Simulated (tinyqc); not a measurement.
Worked calculation (part 2 of 2): G0W0 on RHF in the sto-3g basis, for H2O, spin multiplicity 1. Computed by tinyqc, a small Python program that keeps every step (integrals from PySCF). Command: `OMP_NUM_THREADS=1 python tinyqc.py 27860 27861 out.jsonl` (the two numbers bound the seeds that draw the settings). One thread of a shared host (Intel(R) Xeon(R) Processor @ 2.60GHz), about 0.08 s of CPU time with the checks.

Geometry (angstrom):
```
atom         x          y         z
O     0.000000   0.000000  0.000000
H     0.000000   0.773000  0.681000
H     0.000000  -0.792000  0.697000
```

## Screening: direct RPA

orbital energies (hartree): MO1 -20.261989, MO2 -1.236777, MO3 -0.563694, MO4 -0.459100, MO5 -0.392527, MO6 0.535904, MO7 0.630007

Given earlier and not repeated: Two-electron integrals over orbitals (pq|rs).

With D = e_a - e_i and K = (ia|jb): diagonalise D^(1/2) (D + 4K) D^(1/2) = Z w^2 Z^T; X + Y = D^(1/2) Z w^(-1/2), each column of Z with its largest component positive (the first on a tie); E_c = (sum w - tr (D + 2K)) / 2.

D^(1/2) (D + 4K) D^(1/2) (hartree^2):
```
            1>6         1>7        2>6        2>7        3>6        3>7        4>6        4>7
1>6  434.904202   -0.116956   0.241707   0.029344   0.002770   0.126439  -0.044336  -0.028036
1>7   -0.116956  438.119902   0.027750   0.448936  -0.071517  -0.016962  -0.019619  -0.227049
2>6    0.241707    0.027750   3.839532  -0.037463  -0.066423  -0.404750   0.307185  -0.044320
2>7    0.029344    0.448936  -0.037463   3.973454  -0.180233   0.083083  -0.052161  -0.085308
3>6    0.002770   -0.071517  -0.066423  -0.180233   1.514676   0.042559  -0.077793  -0.206797
3>7    0.126439   -0.016962  -0.404750   0.083083   0.042559   2.178612  -0.407330   0.067680
4>6   -0.044336   -0.019619   0.307185  -0.052161  -0.077793  -0.407330   1.350580   0.010191
4>7   -0.028036   -0.227049  -0.044320  -0.085308  -0.206797   0.067680   0.010191   1.498963
5>6    0.000000    0.000000   0.000000   0.000000   0.000000   0.000000   0.000000   0.000000
5>7    0.000000    0.000000   0.000000   0.000000   0.000000   0.000000   0.000000   0.000000

           5>6        5>7
1>6   0.000000   0.000000
1>7   0.000000   0.000000
2>6   0.000000   0.000000
2>7   0.000000   0.000000
3>6   0.000000   0.000000
3>7   0.000000   0.000000
4>6   0.000000   0.000000
4>7   0.000000   0.000000
5>6   0.995474  -0.006318
5>7  -0.006318   1.145333
```

excitation energies w (hartree): [0.997601, 1.070327, 1.080549, 1.130966, 1.311082, 1.483823, 1.984278, 2.012546, 20.854260, 20.931430]

X + Y:
```
            1          2          3          4          5          6          7          8
1>6  0.000000   0.000000   0.000087   0.000220  -0.000223  -0.001684  -0.001215   0.000845
1>7  0.000000   0.000000   0.000303   0.001721  -0.001140   0.000286  -0.002649  -0.002175
2>6  0.000000   0.000000  -0.063646   0.027401   0.016213   0.312608   0.633987  -0.640080
2>7  0.000000   0.000000   0.022398   0.090632   0.035430  -0.041679   0.695657   0.665918
3>6  0.000000   0.000000   0.167159   0.672134   0.646450   0.051271  -0.055239  -0.017570
3>7  0.000000   0.000000   0.360932  -0.122234  -0.047378   0.803752  -0.112064   0.156987
4>6  0.000000   0.000000   0.885671  -0.075328  -0.092370  -0.268731   0.063768  -0.085112
4>7  0.000000   0.000000   0.002689   0.700313  -0.636004   0.043250  -0.025592  -0.003210
5>6  0.963856  -0.039164   0.000000   0.000000   0.000000   0.000000   0.000000   0.000000
5>7  0.042573   0.976555   0.000000   0.000000   0.000000   0.000000   0.000000   0.000000

             9         10
1>6   0.997990  -0.036160
1>7   0.036309   0.998399
2>6   0.000164   0.000013
2>7   0.000032   0.000308
3>6   0.000000  -0.000038
3>7   0.000069  -0.000012
4>6  -0.000023  -0.000009
4>7  -0.000019  -0.000118
5>6   0.000000   0.000000
5>7   0.000000   0.000000
```

RPA correlation energy = -0.06217383 hartree

## G0W0 on Hartree-Fock: HOMO

W(p,q,m) = sqrt2 sum_ia (pq|ia) (X+Y)_ia,m; Sigma_c(x) = sum_(i,m) W^2/(x - e_i + w_m) + sum_(a,m) W^2/(x - e_a - w_m); solve x = e_p + Sigma_c(x) by Newton steps; Z = 1/(1 - dSigma/dx); 1 hartree = 27.211386 eV.

The 12 largest terms at x = e_p (hartree; W for the signs of X + Y given):
```
q  m          W       term
5  6   0.209584   0.029603
5  8   0.212236   0.022382
5  7  -0.156418   0.012330
2  1  -0.071839   0.002802
5  3  -0.054810   0.002780
6  1   0.048899  -0.001241
3  2   0.032185   0.000834
7  2   0.033773  -0.000545
5  5   0.014713   0.000165
5  4   0.011023   0.000107
2  2   0.013352   0.000093
3  1   0.006126   0.000032
```

Newton steps (hartree):
```
step          x  Sigma_c(x)         Z
0     -0.392527    0.069368  0.958522
1     -0.326036    0.066600  0.961468
2     -0.325932    0.066595  0.961472
3     -0.325932    0.066595  0.961472
```

quasiparticle energy of the HOMO = -8.869064 eV

Hartree-Fock value = -10.681216 eV

## G0W0 on Hartree-Fock: LUMO

As before.

The 12 largest terms at x = e_p (hartree; W for the signs of X + Y given):
```
q  m          W       term
7  5  -0.105995  -0.007995
6  8   0.117648  -0.006877
4  6  -0.115703   0.005401
3  5   0.105968   0.004658
2  8  -0.115909   0.003549
6  7  -0.083897  -0.003547
4  8  -0.092552   0.002848
2  7   0.100520   0.002689
4  3   0.055877   0.001504
4  7   0.066782   0.001497
5  1   0.048899   0.001241
2  6  -0.058649   0.001056
```

Newton steps (hartree):
```
step         x  Sigma_c(x)         Z
0     0.535904    0.005644  0.978487
1     0.541427    0.005523  0.978441
2     0.541426    0.005523  0.978441
```

quasiparticle energy of the LUMO = 14.732963 eV

Hartree-Fock value = 14.582680 eV
